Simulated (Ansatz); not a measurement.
```xyz
14

C    -0.473    1.561    1.055
C     0.175    0.747   -0.051
C    -0.128   -0.732    0.040
C     0.523   -1.554   -1.043
F    -1.511   -0.909   -0.051
H    -0.241    2.622    0.950
H    -1.558    1.448    1.035
H    -0.121    1.238    2.039
H     1.263    0.868   -0.024
H    -0.156    1.104   -1.032
H     0.158   -1.109    1.030
H     1.611   -1.495   -0.961
H     0.229   -1.188   -2.029
H     0.228   -2.601   -0.958
```

The species carries charge 0 and has multiplicity 1.

(1) List the B3LYP/def2-TZVPP orbital energies in eV (Ansatz). (Estimate.)

Answers

(1) Computed: Occupied: -670.87, -278.80, -276.83, -276.69, -276.51, -32.22, -21.91, -20.15, -17.55, -16.14, -13.94, -12.96, -12.54, -11.83, -11.25, -10.84, -10.36, -10.07, -9.54, -8.99, -8.79. Lowest empty: 0.93, 1.49, 1.87, 2.34, 2.63, 2.92, 3.10, 3.39.

B3LYP here is the variant with VWN-RPA as its local correlation; programs differ in this.
